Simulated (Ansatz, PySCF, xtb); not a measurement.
Dimer: C2H2 (SMILES C#C) (first 4 atoms) with H2O (SMILES O); geometry from S66by8 set.
(charge 0, multiplicity 1):
```xyz
7

C     -1.2444     0.0517     0.0405
H     -0.1785     0.0213     0.0159
C     -2.4563     0.0854     0.0678
H     -3.5168     0.1158     0.0924
O      2.6085    -0.0857    -0.0677
H      3.1789    -0.6754     0.4293
H      3.1805     0.2653    -0.7531
```

Monomers are frozen at their geometry in the pair; levels with a basis set take the counterpoise correction. Rows marked so take none.

Rows in 6-31G* carry no dispersion term and start afresh at each structure (6-31G* with six Cartesian d functions). MP2/6-31G* freezes PySCF's default core.

Programs: Ansatz (Gaussian basis) for Hartree–Fock, density functionals and correlated methods; PySCF for 6-31G* rows, the dispersion terms; xtb for the GFN methods. 

One of these levels gives -2.92 kcal/mol for the interaction energy. Which?
A) MP2/6-31G* (no counterpoise)
B) GFN-FF
C) PBE-D3(BJ)/def2-TZVPPD

A, MP2/6-31G* (no counterpoise). The others give -0.94 (GFN-FF), -2.07 (PBE-D3(BJ)/def2-TZVPPD)

Ansatz is a quantum-chemistry and plane-wave program.
